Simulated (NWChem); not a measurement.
Molecule: CS; SMILES [S+]#[C-]

All runs: NWChem. Coordinates come from a PBE0-D3(BJ)/def2-TZVP optimisation. Level: M06-2X/def2-SVP with SMD, gas-phase geometry; reactions with the solvents are ignored.

```tsv
SMD term (kcal/mol)	water	chlorobenzene
distortion of the solute's density	0.45	0.28
polarisation	-2.18	-1.67
cavity, dispersion and structure	4.27	2.15
```

Sum the solvation free energies, find the transfer free energy from water to chlorobenzene and the partition coefficient at 298.15 K.


1. ΔG(solv, water) = 2.54 kcal/mol and ΔG(solv, chlorobenzene) = 0.76 kcal/mol (1 M gas to 1 M solution).
2. Transfer: 0.76 − (2.54) = -1.78 kcal/mol.
3. log₁₀ K(chlorobenzene/water) = −ΔG/(RT ln 10) = 1.78/1.364 = 1.3, so the model puts more of the solute in chlorobenzene.
4. Of the transfer energy, 0.34 kcal/mol is electrostatic and -2.12 comes from the non-electrostatic term. The two phases are taken as the pure solvents.
